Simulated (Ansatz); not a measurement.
Born–Oppenheimer molecular dynamics of C$_{2}$H$_{6}$S (9 atoms, charge 0, multiplicity 1). It starts from a relaxed structure.

The calculation used RKS revPBE-D4/def2-SVP in Ansatz.

```
ensemble                      : NVE (velocity Verlet)
time step                     : 0.5 fs
steps asked                   : 150
starting velocities drawn for : 400 K
masses                        : H 3.016 u
seed                          : 144115
```

First frame:

```xyz
9
Properties=species:S:1:pos:R:3
C -0.481 1.062 -0.743
S 0.841 -0.188 -0.850
C 0.530 -1.079 0.710
H -1.486 0.591 -0.715
H -0.409 1.687 -1.653
H -0.354 1.714 0.146
H -0.482 -1.535 0.724
H 1.283 -1.887 0.775
H 0.647 -0.412 1.590
```

(1) How far do the bonds stretch over the last three quarters of this one trajectory? (Pairs bonded in most of those frames.)

Answers

(1) 
```csv
bond,mean (Å),spread (Å),shortest,longest
C1–S2,1.833,0.022,1.80,1.87
C1–H4,1.109,0.011,1.09,1.13
C1–H5,1.111,0.014,1.09,1.13
C1–H6,1.110,0.015,1.08,1.14
S2–C3,1.820,0.020,1.78,1.85
C3–H7,1.110,0.032,1.06,1.17
C3–H8,1.115,0.025,1.07,1.15
C3–H9,1.111,0.012,1.09,1.13
```

Mean temperature of the second half: 175 K. The conserved energy stayed within 0.088 meV per atom of its start (net change 0.049 meV per atom), so the integration is sound. Over the second half the temperature averaged 0.44 of the 400 K drawn at the start: a run that starts near a minimum puts about half its kinetic energy into the potential. A run of 0.075 ps of so small a system gives no equilibrium averages.

Run time: 3.2 min on 1 thread of Arm Neoverse V1, on a shared host, peak memory 0.094 GiB.
